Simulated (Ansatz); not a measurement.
[CH3···H···CH3], doublet: transfer scan

Starting geometry:

```xyz
9

C    -1.3614    0.0000    0.0000
H    -1.7246    1.0273    0.0000
H    -1.7246   -0.5137    0.8897
H    -1.7246   -0.5137   -0.8897
H    -0.2717    0.0000    0.0000
C     1.4526    0.0000    0.0000
H     1.4526   -1.0800    0.0000
H     1.4526    0.5400    0.9353
H     1.4526    0.5400   -0.9353
```

From there H5 is moved from one fragment to the other while all else, the fragments' distance too, stays fixed; atoms are numbered as listed. Energies are in eV, counted from the starting geometry at the same level. Kohn–Sham curves are unrestricted where that lies lower.

Basis cc-pVDZ; Ansatz 0.2.0. Correlated methods freeze the noble-gas cores. Prefix R: restricted or restricted open-shell reference; prefix U: unrestricted.

In so small a basis the reference is far from its limit while semilocal and hybrid functionals are nearer theirs (RPA and double hybrids share much of the reference's basis error), so the functionals' errors here hold much of the reference's basis and frozen-core error, which can add to them or hide them.

Full CI isn't at hand for all of this; UCCSDT(Q) serves as the reference, and is uncertain by about the last step of the cluster series.

| distance C1-H5 (Å) | UCCSDT(Q) | PBE | revPBE | r2SCAN | PBE0 | B3LYP | wB97M-V | B2PLYP | PBE-QIDH | RPA-PBE |
| --- | --- | --- | --- | --- | --- | --- | --- | --- | --- | --- |
| 1.090 | 0.000 | 0.000 | 0.000 | 0.000 | 0.000 | 0.000 | 0.000 | 0.000 | 0.000 | 0.000 |
| 1.180 | 0.115 | 0.037 | 0.045 | 0.079 | 0.084 | 0.086 | 0.109 | 0.108 | 0.124 | 0.101 |
| 1.361 | 0.625 | 0.377 | 0.398 | 0.499 | 0.516 | 0.516 | 0.589 | 0.588 | 0.644 | 0.575 |
| 1.543 | 0.917 | 0.628 | 0.651 | 0.768 | 0.784 | 0.784 | 0.859 | 0.865 | 0.930 | 0.857 |
| 1.724 | 1.074 | 0.899 | 0.913 | 0.971 | 0.985 | 0.987 | 1.005 | 1.032 | 1.061 | 1.056 |
